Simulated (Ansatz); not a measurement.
Reaction: CH4S (methanethiol, SMILES CS) → CH4S+ (parent SMILES CS, doublet) + e-
Each species at its own B3LYP-D3(BJ)/def2-TZVP minimum (Ansatz, an electronic-structure program).

Wanted: adiabatic ionisation energy (electronic), in eV. Radicals and triplets start from unrestricted determinants; spin-orbit coupling is neglected. CBS(X,Y): correlation extrapolated as X^-3, Hartree-Fock from the larger set (Q,5: extrapolated as (X+1)exp(-9√X)). A bracket is a step between two methods taken in the basis named. Functionals run without relativity, which enters their misses. Double hybrids freeze cores in their MP2 part. '+ core + X2C': CCSD(T) terms for core correlation (cc-pwCVTZ, 1s frozen past Ne) and scalar relativity (cc-pVTZ-DK).

CCSD(T)/CBS(cc-pV(Q+d)Z,cc-pV(5+d)Z) + [CCSDT(Q) - CCSD(T)]/cc-pV(D+d)Z + core + X2C (Ansatz) gives 9.49 eV.

**Question.** What does PBE/def2-TZVPD (Ansatz) give here, and how do the other levels compare?

**Answer.** PBE gives 9.24 eV, 0.25 eV below it. Differences of the others: r2SCAN/def2-TZVPD (Ansatz) -0.27; PBE0/def2-TZVPD (Ansatz) -0.21; B2PLYP/def2-TZVPD (Ansatz) -0.18; CCSD(T)/CBS(cc-pV(Q+d)Z,cc-pV(5+d)Z) + core + X2C (Ansatz) 0.00 eV. Nearer than PBE: PBE0/def2-TZVPD, B2PLYP/def2-TZVPD, CCSD(T)/CBS(cc-pV(Q+d)Z,cc-pV(5+d)Z) + core + X2C.
